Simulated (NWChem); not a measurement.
Species: hydrogen sulfide (H2S); SMILES S

Computed with NWChem. Pople sets run with spherical d functions. Coordinates come from a PBE0/def2-SVP optimisation. Static field.

```json
[
 {"level": "PBE/6-31G*", "basis functions": "22", "isotropic polarisability (bohr³)": "14.7", "anisotropy (bohr³)": "5.6"},
 {"level": "PBE/6-31+G*", "basis functions": "26", "isotropic polarisability (bohr³)": "17.7", "anisotropy (bohr³)": "1.1"},
 {"level": "PBE/def2-SVP", "basis functions": "28", "isotropic polarisability (bohr³)": "14.5", "anisotropy (bohr³)": "7.1"},
 {"level": "PBE/def2-SVPD", "basis functions": "43", "isotropic polarisability (bohr³)": "25.4", "anisotropy (bohr³)": "1.3"},
 {"level": "PBE/def2-TZVP", "basis functions": "49", "isotropic polarisability (bohr³)": "18.5", "anisotropy (bohr³)": "5.2"},
 {"level": "PBE/aug-cc-pVDZ", "basis functions": "45", "isotropic polarisability (bohr³)": "24.3", "anisotropy (bohr³)": "0.7"},
 {"level": "PBE/Sadlej pVTZ", "basis functions": "50", "isotropic polarisability (bohr³)": "25.9", "anisotropy (bohr³)": "1.1"},
 {"level": "PBE/def2-TZVPD", "basis functions": "64", "isotropic polarisability (bohr³)": "25.7", "anisotropy (bohr³)": "1.1"},
 {"level": "PBE/aug-cc-pVTZ", "basis functions": "96", "isotropic polarisability (bohr³)": "25.5", "anisotropy (bohr³)": "1.0"}
]
```
